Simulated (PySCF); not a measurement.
Gas-phase reaction: 4 BF2 + F2O → BOF + 3 BF3

Energies from PySCF (xtb for GFN2), thermal terms from the rigid-rotor harmonic-oscillator model, ideal gas at 1 bar. Table values come from the NASA 1993 polynomials. After a fit of one offset per element over all species, the range-separated, M06-2X, PBE0/def2-QZVP and CCSD(T)/def2-TZVPP enthalpies, where run, lie to one side of the table for BF2 (+92 kJ/mol), BOF (+19 kJ/mol): a fault of the table's entry, another state or a shared error of the levels is possible; this was not checked at source. † marks an energy on the PBE0/def2-TZVP geometry and frequencies; other levels use their own. MP2 and CCSD(T) freeze the core. Open shells (unrestricted): BF2 (multiplicity 2); the rest are closed-shell singlets. GFN2 has no spin-polarisation term. For this reaction the table lies outside the span of B3LYP, CCSD(T), M06-2X, MP2, PBE0, r2SCAN, ωB97M-V, ωB97X-V in their largest bases here; which side is off was not settled. MP2 isn't extrapolated to the basis-set limit; its ΔH°(298 K) is -2101.8 kJ in def2-SVP and -2058.7 kJ in def2-TZVPP. CCSD(T) isn't extrapolated to the basis-set limit; its ΔH°(298 K) is -2049.6 kJ in def2-SVP and -2007.8 kJ in def2-TZVPP. The harmonic model lacks anharmonicity and excited electronic states, which grow with temperature; levels with a mode under 35 cm⁻¹ are left out. The table's entry may be an old estimate for BF2, F2O, BOF (not checked at source).

```
level                ΔH°(298 K), kJ  minus table  ΔG°(1000 K), kJ
-------------------  --------------  -----------  ---------------
table                       -1673.6            -          -1423.0
BLYP/def2-TZVP†             -1877.6       -204.0          -1634.8
CCSD(T)/def2-TZVPP†         -2007.8       -334.2          -1765.0
GFN2-xTB                    -1959.4       -285.8          -1723.8
HF/def2-TZVP†               -1913.9       -240.3          -1671.1
MP2/def2-SVP†               -2101.8       -428.2          -1859.0
PBE0/def2-SVP†              -1990.9       -317.3          -1748.1
PBE0/def2-TZVP              -1936.9       -263.3          -1694.1
```
